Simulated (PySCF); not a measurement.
AlCl3, SMILES [Cl][Al]([Cl])[Cl]. Coordinates come from a B3LYP-D3(BJ)/def2-SVP optimisation. The isomer is the one that the SMILES or the coordinates give; other isomers of the formula were not compared.

Task: Give the equilibrium geometry at B3LYP-D3(BJ)/def2-SVP (PySCF confirms it by a frequency run) as Cartesian coordinates in Å, and its point group. (The exact figures need the calculation; the answer reports its results.)

Result: point group D3h.
```xyz
4

Al     0.0000     0.0000     0.0000
Cl     2.0846     0.0000     0.0000
Cl    -1.0423    -1.8053     0.0000
Cl    -1.0423     1.8053     0.0000
```
